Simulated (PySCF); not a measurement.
Breaking a bond: ClF, singlet.

RHF/6-31G* = PySCF 2.14.0 with restricted Hartree-Fock/6-31G*, spherical d; RMP2 = MP2 on RHF/cc-pVTZ, 6 core orbitals frozen (PySCF); CASSCF(14,8)/cc-pVTZ (PySCF); UHF/cc-pVTZ (PySCF).

Energies are in eV, each relative to the lowest point of its own curve near equilibrium.

```tsv
R / Å	RHF/6-31G*	RMP2	CASSCF(14,8)	UHF
1.21	6.793	6.467	—	5.875
1.28	3.973	3.827	3.887	3.337
1.39	1.422	1.431	1.516	1.101
1.46	0.586	0.632	0.714	0.404
1.53	0.152	0.197	0.262	(withheld)
1.58	0.022	0.048	0.091	0.000
1.62	0.000	0.001	(withheld)	0.015
1.65	0.023	0.000	0.000	(withheld)
1.70	0.121	0.051	0.010	0.189
1.78	0.396	0.232	0.110	0.454
1.86	(withheld)	0.494	0.271	0.567
2.00	1.534	1.038	0.598	0.572
2.21	(withheld)	1.856	1.031	—
2.43	3.893	2.542	1.324	—
2.69	5.034	3.040	1.497	—
2.90	5.778	3.194	1.559	—
3.26	(withheld)	3.017	1.596	—
3.60	7.379	2.465	1.603	—
3.95	7.827	1.660	1.603	—
4.37	8.183	0.550	1.602	—
4.81	8.426	-0.659	1.601	—
5.73	8.729	-3.167	1.599	—
6.51	8.895	-5.268	1.599	—
```

**Question.** Fill in the missing entries.

**Answer.** 
- 1.53, UHF: 0.074
- 1.62, CASSCF(14,8): 0.021
- 1.65, UHF: 0.060
- 1.86, RHF/6-31G*: 0.768
- 2.21, RHF/6-31G*: 2.738
- 3.26, RHF/6-31G*: 6.746

A dash means that the run gave no value there, or that the column was ended at a point which the program doubted or which failed a test of continuity chosen for this set; such a test can also cut sound points.

The restricted form behind RHF/6-31G*, RMP2 keeps the bonding electrons paired and can't separate into open-shell fragments. The T1 diagnostic of CCSD on the restricted reference of RMP2 exceeds 0.045 at 2.90 to 6.51 Å. The unrestricted determinant behind UHF is spin-contaminated at 1.78 to 6.51 Å (<S²> up to 1.0, against 0.00 for a pure singlet).
